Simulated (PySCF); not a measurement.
## Deuteron quadrupole couplings in `CCc1c[c+]1C`

C6H9 (charge +1).
Z-matrix (Å and degrees, GFN2-xTB geometry), rows numbered from 1:
```
C 
C   1  1.5259
C   2  1.4390  1  113.80
C   3  1.3828  2  149.19  1     0.48
C   4  1.3782  3   61.15  2   179.83
C   5  1.4358  3  150.43  4  -179.49
H   1  1.0865  2  110.90  3   -60.43
H   1  1.0856  2  109.74  3   179.96
H   1  1.0864  2  110.95  3    60.45
H   2  1.0982  1  111.08  3  -122.05
H   2  1.0982  1  110.89  3   121.72
H   4  1.0664  3  149.42  5  -179.76
H   6  1.0904  5  111.06  3  -147.44
H   6  1.0889  5  111.94  3   -22.54
H   6  1.0954  5  108.09  3    96.06
```

Level: PBE0/pcSseg-1 (PySCF, non-relativistic); Q(2H) = 0.00286 b; rigid geometry, the same for H and D, with no vibrational averaging.

**Question.** Rank these positions by the coupling χzz of a deuteron there, largest first.
A. H14 (methyl hydrogen)
B. H10 (methylene hydrogen)
C. H9 (methyl hydrogen)
D. H15 (methyl hydrogen)
E. H12 (hydrogen on carbon)

**Answer.** E (230 kHz), C (209 kHz), A (202 kHz), D (197 kHz), B (192 kHz).

**Question.** Give the electric field gradient Vzz (the principal value of largest size), its asymmetry and the 2H coupling at each hydrogen.

**Answer.** 
```json
{"atom": "H7", "bonded to": "C1", "bond length (Å)": "1.087", "Vzz (au)": "0.3101", "η": "0.04", "χzz (kHz)": "208"}
{"atom": "H8", "bonded to": "C1", "bond length (Å)": "1.086", "Vzz (au)": "0.3104", "η": "0.04", "χzz (kHz)": "209"}
{"atom": "H9", "bonded to": "C1", "bond length (Å)": "1.086", "Vzz (au)": "0.3103", "η": "0.04", "χzz (kHz)": "209"}
{"atom": "H10", "bonded to": "C2", "bond length (Å)": "1.098", "Vzz (au)": "0.2855", "η": "0.06", "χzz (kHz)": "192"}
{"atom": "H11", "bonded to": "C2", "bond length (Å)": "1.098", "Vzz (au)": "0.2855", "η": "0.06", "χzz (kHz)": "192"}
{"atom": "H12", "bonded to": "C4", "bond length (Å)": "1.066", "Vzz (au)": "0.3421", "η": "0.05", "χzz (kHz)": "230"}
{"atom": "H13", "bonded to": "C6", "bond length (Å)": "1.090", "Vzz (au)": "0.2977", "η": "0.05", "χzz (kHz)": "200"}
{"atom": "H14", "bonded to": "C6", "bond length (Å)": "1.089", "Vzz (au)": "0.2999", "η": "0.05", "χzz (kHz)": "202"}
{"atom": "H15", "bonded to": "C6", "bond length (Å)": "1.095", "Vzz (au)": "0.2927", "η": "0.05", "χzz (kHz)": "197"}
```

**Question.** How does χzz go with the bond length over the 9 C–H bonds?

**Answer.** A straight-line fit has a slope of -12.1 kHz for each 0.01 Å, with a correlation coefficient of -0.99, over lengths from 1.066 to 1.098 Å. The longer bonds have the smaller couplings here.

**Question.** Give the 2H NMR doublet splittings at H14 for a magnetic field along the z, y and x axes of the gradient: 3χ/2, 3χ(1 + η)/4, 3χ(1 − η)/4.

**Answer.** With |χ| = 201.5 kHz and η = 0.049: 302, 158 and 144 kHz, to first order and without motion.

Isolated species at its GFN2-xTB geometry (one conformer only). GFN2-xTB bond lengths can be off by several hundredths of an ångström, more for odd bonds, and the gradients follow them. With a basis this small, the couplings can be 20 % off.

The run behind these numbers computed NMR shieldings as well. On an Arm Neoverse V1 with one thread, shared host, this took 13 s and 0.70 GiB of memory at its peak.
